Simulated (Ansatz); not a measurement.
# C4H7O: the cost of one run

Method: the levels named in each step, in Ansatz 0.2.0.

## Step 1: The structure to begin with

Bond lengths: C1–C2 1.314 Å, C2–C3 1.499 Å, C3–C4 1.556 Å, C4–O5 1.325 Å, C1–H6 1.101 Å, C1–H7 1.075 Å, C2–H8 1.084 Å, C3–H9 1.093 Å, C3–H10 1.091 Å, C4–H11 1.111 Å, C4–H12 1.110 Å. Angles (14 of 18 angles, heavy atoms first): C1–C2–C3 122.7°, C2–C3–C4 109.2°, C3–C4–O5 114.1°, C1–C2–H8 122.1°, C3–C2–H8 115.3°, C2–C1–H6 116.8°, C2–C1–H7 125.6°, C2–C3–H9 108.8°, C2–C3–H10 111.5°, C4–C3–H9 109.3°, C4–C3–H10 109.3°, C3–C4–H11 108.9°, C3–C4–H12 105.2°, O5–C4–H11 112.7°.

As a file:

```xyz
12

C    -1.6323    0.0943    0.0003
C    -0.9104   -0.8369    0.5820
C     0.5710   -0.9550    0.3829
C     1.1620    0.4549    0.0906
O     0.6055    1.0717   -0.9416
H    -1.0919    0.8309   -0.6138
H    -2.6996    0.1979    0.0778
H    -1.3514   -1.5860    1.2296
H     0.7602   -1.6108   -0.4709
H     1.0607   -1.3760    1.2617
H     1.1261    1.0604    1.0216
H     2.2337    0.2792   -0.1395
```

## Step 2: A rough first relaxation, PBE-D4/def2-SVPD

input.yaml reads:

```yaml
crystal:
  periodic: [false, false, false]
  atoms:
    - { symbol: C, position_ang: [-1.63234, 0.09434, 0.00029] }
    - { symbol: C, position_ang: [-0.91039, -0.83691, 0.582] }
    - { symbol: C, position_ang: [0.571, -0.95498, 0.38287] }
    - { symbol: C, position_ang: [1.16196, 0.45489, 0.09058] }
    - { symbol: O, position_ang: [0.6055, 1.07173, -0.94163] }
    - { symbol: H, position_ang: [-1.09186, 0.83091, -0.61378] }
    - { symbol: H, position_ang: [-2.69961, 0.19788, 0.07783] }
    - { symbol: H, position_ang: [-1.35136, -1.586, 1.22964] }
    - { symbol: H, position_ang: [0.76023, -1.61082, -0.47092] }
    - { symbol: H, position_ang: [1.06069, -1.37601, 1.26168] }
    - { symbol: H, position_ang: [1.12614, 1.06039, 1.0216] }
    - { symbol: H, position_ang: [2.23367, 0.27925, -0.13953] }
magnetization:
  spin_polarized: true
  initial_magnetization: 1
basis:
  gaussian: { orbitals: def2-SVPD }
hamiltonian:
  xc: pbe
  dispersion: d4
relax:
  f_tol: 0.03
  max_steps: 200
```

Command:

```
ansatz run input.yaml --threads 8 --pin off --max-ram 22528MiB --backend cpu --events-out ev --progress --plain --runs-dir out
```

What time and memory should one allow on 8 threads of Intel Xeon 6975P-C (Granite Rapids), shared host?

About 9.2 s, with a peak of 0.44 GiB.
